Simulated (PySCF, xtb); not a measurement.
FH, SMILES F.

Harmonic wavenumbers (cm⁻¹) from GFN2-xTB run with xtb at its own minimum, in rising order: 3763.

### Question
What does B3LYP-D3(BJ)/def2-TZVPD (PySCF) give at its own minimum? (An estimate is asked for; the answer gives what the named calculation found.)

### Answer
4068. Paired by order, the mean absolute difference is 305 cm⁻¹ and the zero-point energies are 5.4 and 5.8 kcal/mol.
